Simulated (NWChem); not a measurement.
Molecule: dimethyl sulfide (C2H6S); SMILES CSC

All runs: NWChem. The geometry was optimised at PBE0/def2-SVP. Level: PBE0/def2-SVP with SMD (1 M gas to 1 M solution), gas-phase geometry.

What does the run give for solvent n-hexane? Quantities: solvation free energy (kcal/mol); cavity-dispersion-structure term (kcal/mol); dipole in solution (D).


| Quantity | Value |
|---|---|
| solvation free energy (kcal/mol) | -2.6 |
| cavity-dispersion-structure term (kcal/mol) | -1.3 |
| dipole in solution (D) | 1.75 |
